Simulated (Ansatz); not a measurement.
Process, species as SMILES: [C-]#[NH+] (C-NH) → C atom + H atom + N atom
B3LYP-D3(BJ)/def2-TZVP geometries, fixed; electronic energies without zero-point terms.

Basis-set convergence of the atomisation energy at PBE0 with Ansatz (a quantum-chemistry and plane-wave program). Cartesian d functions, on some or all atoms, in 6-31G**; all else is spherical. The program fits the integrals of some runs and decomposes those of others, by size. Open shells are unrestricted. No added dispersion term, no relativity. Functions are those of the species that has most. Reference: the value in pcseg-4, 297.82 kcal/mol, itself unsure by roughly 0.03 kcal/mol (its mean distance from aug-pcseg-3, aug-cc-pVQZ, cc-pV5Z). Deviations are taken from unrounded values.

```csv
basis,functions,atomisation energy (kcal/mol),minus reference (kcal/mol)
cc-pVDZ,33,289.72,-8.10
pcseg-1,33,293.00,-4.81
6-31G**,35,292.95,-4.87
aug-pcseg-1,55,294.25,-3.57
"6-311++G(2d,2p)",64,295.35,-2.47
cc-pVTZ,74,296.85,-0.97
def2-TZVPPD,91,297.36,-0.46
jun-cc-pV(T+d)Z,92,296.82,-1.00
pcseg-4,263,297.82,0.00
```
